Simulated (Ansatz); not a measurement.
in.yaml

```yaml
crystal:
  periodic: [false, false, false]
  atoms:
    - {symbol: C, position_ang: [0.013780, 0.013674, -0.013723]}
    - {symbol: H, position_ang: [0.641817, 0.643685, 0.615499]}
    - {symbol: H, position_ang: [-0.837125, -0.830698, 0.833638]}
    - {symbol: H, position_ang: [-0.612814, 0.641839, -0.646220]}
    - {symbol: H, position_ang: [0.643918, -0.617770, -0.639397]}
basis:
  gaussian: {orbitals: 6-31G}
correlation: {method: fci, electrons: outside_noble_gas}
```

```sh
$ ansatz run in.yaml --threads 1 --pin off --events-out ev --progress --plain --max-ram 2393MiB
```

**Question.** Roughly how long does this take on 1 thread of Arm Neoverse V1, shared host, and how much host memory?

**Answer.** 4.6 s wall and 0.21 GiB.

```
395 factors; integrals over basis functions are off by at most 8.7e-8 eV
mean field evaluation 1: about -1091.3192 eV, gradient 1.4e1 eV
mean field evaluation 2: about -1091.3138 eV, gradient 1.4e1 eV
mean field evaluation 4: about -1091.9236 eV, gradient 1.2e0 eV
mean field evaluation 8: about -1091.9293 eV, gradient 4.0e-7 eV
mean field -1091.92931873 eV, -40.1276623269 hartree, gradient 4.9e-6 eV, S^2 0.000000; 0 other end points of the search recorded, 0 dependent functions left out
1 core orbitals not correlated: weight in the atoms' cores, before any rotation towards them, 1.000 or more for the frozen orbitals, at most 0.000 for the correlated occupied ones
reference -1091.92931873 eV, -40.1276623269 hartree; 4, 4 occupied and 12, 12 virtual orbitals, 395 factors
state -1095.47608594 eV, -40.2580036178 hartree
Total energy: -1095.47608594 eV, -40.2580036178 hartree
```
